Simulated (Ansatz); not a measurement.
Relaxation of H4OSi (6 atoms, charge 0, multiplicity 1), to a largest force component of 0.03 eV/Å in at most 50 steps.

These are results of Ansatz, RKS r2SCANh/def2-SVP, not measurements.

```xyz
6
Properties=species:S:1:pos:R:3
Si 0.229 -0.016 0.041
O 0.629 -0.105 1.653
H -0.048 -0.187 2.329
H 1.625 0.046 -0.359
H -0.534 1.204 -0.363
H -0.481 -1.223 -0.483
```

Q: Where does it end, and by what steps?

A: The forces met the threshold. After 4 steps the energy has fallen by 0.170 eV; H4 moved furthest, 0.21 Å.

```csv
step,energy less start (eV),largest force component (eV/Å),accepted
0,0.0000,1.034,yes
1,-0.1554,0.341,yes
2,-0.1661,0.199,yes
3,-0.1699,0.069,yes
4,-0.1704,0.010,yes
```

```xyz
6
Properties=species:S:1:pos:R:3
Si 0.302 -0.021 0.082
O 0.593 -0.114 1.716
H -0.170 -0.172 2.297
H 1.631 0.055 -0.573
H -0.499 1.188 -0.278
H -0.435 -1.217 -0.426
```

Whether the end is a true minimum wasn't checked by a vibrational analysis.

Time of the run: 7.9 s on 1 thread of Arm Neoverse V2, on a shared host, peak memory 0.11 GiB.
